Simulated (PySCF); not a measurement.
Excitation energies in several basis sets

Compound: trans-2-pentene, C5H10.
InChI=1S/C5H10/c1-3-5-4-2/h3,5H,4H2,1-2H3/b5-3+

TDDFT with PBE0 (PySCF), vertical singlets, core orbitals frozen in the response, spherical d and f functions. Geometry: PBE0-D3(BJ)/def2-SVP, one conformer, isolated molecule.

```tsv
basis	functions	diffuse	S1 (eV)	S2 (eV)	S3 (eV)	S4 (eV)	S5 (eV)	LUMO (eV)	α (au)
6-31G*	90	no	7.56	8.39	8.59	8.83	8.87	1.09	54.9
def2-SVP	120	no	7.39	7.90	8.00	8.17	8.27	0.80	57.5
def2-SVPD	180	yes	6.76	7.04	7.12	7.30	7.86	0.52	65.6
def2-TZVP	215	no	7.08	7.35	7.53	7.57	8.12	0.59	64.2
```

Question: How much do these states and the polarisability depend on the basis?

Answer: States are compared by their number. Against the only diffuse basis here (def2-SVPD, itself not a converged limit), sets without diffuse functions differ by up to 0.80 eV in S1 and 1.02 eV in S5. Every set without diffuse functions puts S1 more than 0.3 eV higher, so even the lowest state needs them here. State by state, the largest deviation of a set without diffuse functions is S1 0.80, S2 1.35, S3 1.47, S4 1.53, S5 1.02 eV. The same number needn't mean the same state in each row. Against def2-SVPD the polarisability deviates by -16% in 6-31G*, -12% in def2-SVP, -2% in def2-TZVP.
